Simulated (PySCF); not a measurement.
**The electron affinity along the alkali metals**

All values are computed (PySCF 2.14, energy differences of UHF-based or UKS calculations, no spin-orbit coupling). Values in eV. The last column holds reference values (measured affinities from photodetachment; the arrow runs from anion to atom). Unmarked ones compare directly (S terms, centres of terms, or small fine structure); those marked * lie between the lowest fine-structure levels and include a spin-orbit shift.

```
                                                                              element       configurations     UHF    PBE  MP2 (valence and next inner shell)  CCSD (valence)  CCSD(T) (valence)  FCI (valence)  reference
      Li (x2c-TZVPPall with one added diffuse shell each of s, p type, spin-free X2C)  [He] 2s2 → [He] 2s1  -0.131  0.502                               0.281           0.582              0.582          0.582      0.618
    K (x2c-TZVPPall with one added diffuse shell each of s, p, d type, spin-free X2C)  [Ar] 4s2 → [Ar] 4s1  -0.086  0.513                               0.302           0.469              0.469          0.469      0.501
Rb (x2c-TZVPPall with one added diffuse shell each of s, p, d, f type, spin-free X2C)  [Kr] 5s2 → [Kr] 5s1  -0.086  0.508                               0.335           0.462              0.462          0.462      0.486
   Cs (x2c-TZVPPall with one added diffuse shell each of s, p, d type, spin-free X2C)  [Xe] 6s2 → [Xe] 6s1  -0.084  0.490                               0.325           0.439              0.439          0.439      0.472
```

**Question.** Which of these methods has the smallest mean absolute error against the measured values here?

**Answer.** CCSD (valence), with 0.031 eV.

| method | elements | mean error (eV) | mean absolute error (eV) | largest error (eV) |
| --- | --- | --- | --- | --- |
| UHF | 4 | -0.616 | 0.616 | -0.749 |
| PBE | 4 | -0.016 | 0.042 | -0.116 |
| MP2 (valence and next inner shell) | 4 | -0.208 | 0.208 | -0.337 |
| CCSD (valence) | 4 | -0.031 | 0.031 | -0.036 |
| CCSD(T) (valence) | 4 | -0.031 | 0.031 | -0.036 |
| FCI (valence) | 4 | -0.031 | 0.031 | -0.036 |

The highest occupied level of the anion is positive for Li⁻ at PBE; K⁻ at PBE; Rb⁻ at PBE; Cs⁻ at PBE, so there the basis helps to hold the electron.

Errors include the incompleteness of the basis and the frozen core.

"Valence" correlates the outer s and p shells and, in groups 3 to 12 and the f block, the outer d or f shell, open or full, or the next shell where the ion has no valence electron left; the wider scheme adds the next inner shell.
